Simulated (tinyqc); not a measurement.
Inside a calculation (part 2 of 2). Method: UHF in the sto-3g basis, for BH, spin multiplicity 3. This run ends on a higher stationary point, not on the lowest solution. Computed by tinyqc, a small Python program that keeps every step (integrals from PySCF). Command: `OMP_NUM_THREADS=1 python tinyqc.py 26189 26190 out.jsonl` (the two numbers bound the seeds that draw the settings). One thread of a shared host (Intel(R) Xeon(R) Processor @ 2.60GHz), about 0.1 s of CPU time with the checks.

Geometry (angstrom):
```
atom,x,y,z
B,0.000000,0.000000,0.000000
H,0.000000,0.000000,2.010000
```

## Iteration 4: diagonalisation and new density

F(alpha) (hartree), lower triangle:
```
,1B 1s,1B 2s,1B 2px,1B 2py,1B 2pz,2H 1s
1B 1s,-7.257349
1B 2s,-2.158098,-1.065930
1B 2px,0.000000,0.000000,-0.212096
1B 2py,0.000000,0.000000,0.000000,-0.212096
1B 2pz,0.012103,-0.041603,0.000000,0.000000,0.262607
2H 1s,-0.084489,-0.203861,0.000000,0.000000,-0.092286,0.140060
```

F(beta) (hartree), lower triangle:
```
,1B 1s,1B 2s,1B 2px,1B 2py,1B 2pz,2H 1s
1B 1s,-7.173884
1B 2s,-2.108348,-0.492812
1B 2px,0.000000,0.000000,0.486495
1B 2py,0.000000,0.000000,0.000000,0.486495
1B 2pz,0.011189,-0.038102,0.000000,0.000000,0.356311
2H 1s,-0.084107,-0.201290,0.000000,0.000000,-0.189377,-0.382164
```

X, lower triangle:
```
,1B 1s,1B 2s,1B 2px,1B 2py,1B 2pz,2H 1s
1B 1s,1.029054
1B 2s,-0.142938,1.039709
1B 2px,0.000000,0.000000,1.000000
1B 2py,0.000000,0.000000,0.000000,1.000000
1B 2pz,-0.002212,0.013573,0.000000,0.000000,1.016788
2H 1s,0.012222,-0.086602,0.000000,0.000000,-0.107776,1.027217
```

Diagonalise F' = X^T F X, C = X C', fill 4 alpha and 2 beta electrons from the bottom; D(s) = C_occ C_occ^T. Each column has its largest component positive (the first on a tie).

F' = X^T F X (alpha) (hartree), lower triangle:
```
,1,2,3,4,5,6
1,-7.073550
2,-1.124451,-0.624380
3,0.000000,0.000000,-0.212096
4,0.000000,0.000000,0.000000,-0.212096
5,0.010726,-0.018978,0.000000,0.000000,0.292602
6,0.032612,-0.162334,0.000000,0.000000,-0.141631,0.200103
```

orbital energies (alpha) (hartree): MO1 -7.263993, MO2 -0.478404, MO3 -0.212096, MO4 -0.212096, MO5 0.133373, MO6 0.403798

coefficients C (alpha):
```
,MO1,MO2,MO3,MO4,MO5,MO6
1B 1s,0.990738,-0.298796,0.000000,0.000000,0.083463,-0.041588
1B 2s,0.032703,0.992051,0.000000,0.000000,-0.306042,0.173824
1B 2px,0.000000,0.000000,-0.124164,0.992262,0.000000,0.000000
1B 2py,0.000000,0.000000,0.992262,0.124164,0.000000,0.000000
1B 2pz,-0.000849,0.059166,0.000000,0.000000,0.555446,0.856528
2H 1s,-0.003016,0.165139,0.000000,0.000000,0.714015,-0.733037
```

F' = X^T F X (beta) (hartree), lower triangle:
```
,1,2,3,4,5,6
1,-6.988156
2,-1.167139,-0.021946
3,0.000000,0.000000,0.486495
4,0.000000,0.000000,0.000000,0.486495
5,0.007914,-0.002414,0.000000,0.000000,0.404889
6,0.030230,-0.166479,0.000000,0.000000,-0.197545,-0.324523
```

orbital energies (beta) (hartree): MO1 -7.178510, MO2 -0.420854, MO3 0.209100, MO4 0.460527, MO5 0.486495, MO6 0.486495

coefficients C (beta):
```
,MO1,MO2,MO3,MO4,MO5,MO6
1B 1s,0.992628,-0.071253,-0.294528,-0.049029,0.000000,0.000000
1B 2s,0.026293,0.205441,1.015252,0.188352,0.000000,0.000000
1B 2px,0.000000,0.000000,0.000000,0.000000,0.997606,-0.069159
1B 2py,0.000000,0.000000,0.000000,0.000000,0.069159,0.997606
1B 2pz,-0.000955,0.131746,-0.174945,0.998848,0.000000,0.000000
2H 1s,-0.002254,0.913713,-0.291342,-0.393298,0.000000,0.000000
```

D(alpha) after iteration 4, lower triangle:
```
,1B 1s,1B 2s,1B 2px,1B 2py,1B 2pz,2H 1s
1B 1s,1.070841
1B 2s,-0.264021,0.985235
1B 2px,0.000000,0.000000,1.000000
1B 2py,0.000000,0.000000,0.000000,1.000000
1B 2pz,-0.018520,0.058668,0.000000,0.000000,0.003501
2H 1s,-0.052331,0.163728,0.000000,0.000000,0.009773,0.027280
```

D(beta) after iteration 4, lower triangle:
```
,1B 1s,1B 2s,1B 2px,1B 2py,1B 2pz,2H 1s
1B 1s,0.990387
1B 2s,0.011461,0.042897
1B 2px,0.000000,0.000000,0.000000
1B 2py,0.000000,0.000000,0.000000,0.000000
1B 2pz,-0.010335,0.027041,0.000000,0.000000,0.017358
2H 1s,-0.067343,0.187655,0.000000,0.000000,0.120380,0.834876
```

Within a degenerate level the vectors are fixed only up to a rotation; this is one choice.

## Iteration 20 (converged): orbitals

converged F(alpha) (hartree), lower triangle:
```
,1B 1s,1B 2s,1B 2px,1B 2py,1B 2pz,2H 1s
1B 1s,-7.272956
1B 2s,-2.157554,-1.125317
1B 2px,0.000000,0.000000,-0.233520
1B 2py,0.000000,0.000000,0.000000,-0.233520
1B 2pz,0.000973,-0.002154,0.000000,0.000000,0.254654
2H 1s,-0.085981,-0.151274,0.000000,0.000000,-0.059421,0.238140
```

converged F(beta) (hartree), lower triangle:
```
,1B 1s,1B 2s,1B 2px,1B 2py,1B 2pz,2H 1s
1B 1s,-7.173596
1B 2s,-2.111060,-0.442572
1B 2px,0.000000,0.000000,0.491988
1B 2py,0.000000,0.000000,0.000000,0.491988
1B 2pz,0.000924,-0.032852,0.000000,0.000000,0.385951
2H 1s,-0.084841,-0.163516,0.000000,0.000000,-0.173360,-0.482787
```

As before.

F' = X^T F X (alpha) (hartree), lower triangle:
```
,1,2,3,4,5,6
1,-7.091584
2,-1.111699,-0.696751
3,0.000000,0.000000,-0.233520
4,0.000000,0.000000,0.000000,-0.233520
5,-0.005207,0.015393,0.000000,0.000000,0.279290
6,0.025238,-0.112756,0.000000,0.000000,-0.119282,0.287148
```

orbital energies (alpha) (hartree): MO1 -7.279339, MO2 -0.525388, MO3 -0.233520, MO4 -0.233520, MO5 0.170450, MO6 0.412379

coefficients C (alpha):
```
,MO1,MO2,MO3,MO4,MO5,MO6
1B 1s,0.990875,-0.307354,0.000000,0.000000,0.036503,0.043630
1B 2s,0.032256,1.026380,0.000000,0.000000,-0.147325,-0.181409
1B 2px,0.000000,0.000000,-0.090419,0.995904,0.000000,0.000000
1B 2py,0.000000,0.000000,0.995904,0.090419,0.000000,0.000000
1B 2pz,0.000499,-0.000412,0.000000,0.000000,0.681278,-0.762576
2H 1s,-0.003229,0.057908,0.000000,0.000000,0.610403,0.835753
```

F' = X^T F X (beta) (hartree), lower triangle:
```
,1,2,3,4,5,6
1,-6.986144
2,-1.176648,0.025755
3,0.000000,0.000000,0.491988
4,0.000000,0.000000,0.000000,0.491988
5,-0.002788,-0.000903,0.000000,0.000000,0.430943
6,0.024646,-0.121810,0.000000,0.000000,-0.172516,-0.440132
```

orbital energies (beta) (hartree): MO1 -7.178331, MO2 -0.493999, MO3 0.236638, MO4 0.466114, MO5 0.491988, MO6 0.491988

coefficients C (beta):
```
,MO1,MO2,MO3,MO4,MO5,MO6
1B 1s,0.992549,-0.039873,-0.302588,-0.035116,0.000000,0.000000
1B 2s,0.026579,0.095998,1.039935,0.133133,0.000000,0.000000
1B 2px,0.000000,0.000000,0.000000,0.000000,0.975098,-0.221772
1B 2py,0.000000,0.000000,0.000000,0.000000,0.221772,0.975098
1B 2pz,0.000450,0.081733,-0.101283,1.014260,0.000000,0.000000
2H 1s,-0.002642,0.960967,-0.223129,-0.318101,0.000000,0.000000
```

D(alpha) after iteration 20, lower triangle:
```
,1B 1s,1B 2s,1B 2px,1B 2py,1B 2pz,2H 1s
1B 1s,1.076301
1B 2s,-0.283501,1.054497
1B 2px,0.000000,0.000000,1.000000
1B 2py,0.000000,0.000000,0.000000,1.000000
1B 2pz,0.000621,-0.000406,0.000000,0.000000,0.000000
2H 1s,-0.020998,0.059332,0.000000,0.000000,-0.000025,0.003364
```

D(beta) after iteration 20, lower triangle:
```
,1B 1s,1B 2s,1B 2px,1B 2py,1B 2pz,2H 1s
1B 1s,0.986744
1B 2s,0.022553,0.009922
1B 2px,0.000000,0.000000,0.000000
1B 2py,0.000000,0.000000,0.000000,0.000000
1B 2pz,-0.002812,0.007858,0.000000,0.000000,0.006680
2H 1s,-0.040938,0.092180,0.000000,0.000000,0.078541,0.923465
```

Within a degenerate level the vectors are fixed only up to a rotation; this is one choice.

## Convergence

Stop when the energy changes by less than 1e-10 hartree and every element of the error matrix X^T (F D S - S D F) X (for each spin) is below 3e-06.

Course of the cycle:
```
iteration,E (hartree),change,largest element of the error matrix
1,-23.80865382,-,2.65e-01
2,-24.24737034,-4.39e-01,1.39e-01
3,-24.43549613,-1.88e-01,8.79e-02
4,-24.50658003,-7.11e-02,7.70e-02
5,-24.54005451,-3.35e-02,4.47e-02
6,-24.54985822,-9.80e-03,2.06e-02
7,-24.55200231,-2.14e-03,8.61e-03
8,-24.55242605,-4.24e-04,3.56e-03
9,-24.55251008,-8.40e-05,1.83e-03
10,-24.55252771,-1.76e-05,1.01e-03
11,-24.55253171,-4.01e-06,5.59e-04
12,-24.55253270,-9.88e-07,3.07e-04
13,-24.55253296,-2.61e-07,1.69e-04
14,-24.55253304,-7.27e-08,9.27e-05
15,-24.55253306,-2.09e-08,5.09e-05
16,-24.55253306,-6.12e-09,2.79e-05
17,-24.55253306,-1.82e-09,1.53e-05
18,-24.55253306,-5.42e-10,8.40e-06
19,-24.55253306,-1.62e-10,4.61e-06
20,-24.55253306,-4.88e-11,2.53e-06
```

PySCF UHF in the same basis, after a stability check = -24.62673010 hartree

Converged in 20 iterations. But the solution lies 0.07420 hartree above the reference: it is another stationary point, not the lowest one. Reruns (cap 100 unless said): DIIS 8: converged in 12 to a higher stationary point; damping 0.5: converged in 45 to a higher stationary point; level shift 0.5: converged in 41 to a higher stationary point; atomic densities as start, DIIS 8: converged in 13.

## Populations, bond orders and dipole

overlap S, lower triangle:
```
,1B 1s,1B 2s,1B 2px,1B 2py,1B 2pz,2H 1s
1B 1s,1.000000
1B 2s,0.269328,1.000000
1B 2px,0.000000,0.000000,1.000000
1B 2py,0.000000,0.000000,0.000000,1.000000
1B 2pz,0.000000,0.000000,0.000000,0.000000,1.000000
2H 1s,0.010541,0.160123,0.000000,0.000000,0.206151,1.000000
```

Mulliken: Z minus the diagonal of D S on the atom; Loewdin: the same with S^(1/2) D S^(1/2); Mayer order: 2 sum_s sum (D(s) S)_ij (D(s) S)_ji over the two atoms.

Charges (e):
```
atom,Mulliken,Loewdin,Mulliken spin
1B,-0.033378,-0.041475,2.941347
2H,0.033378,0.041475,-0.941347
```

Mayer bond orders:
```
pair,order
2-1,0.112751
```

dipole moment about the origin, x y z (debye): 0.000000  0.000000  0.201385

<S^2> of the determinant (pure state: 2) = 2.907578
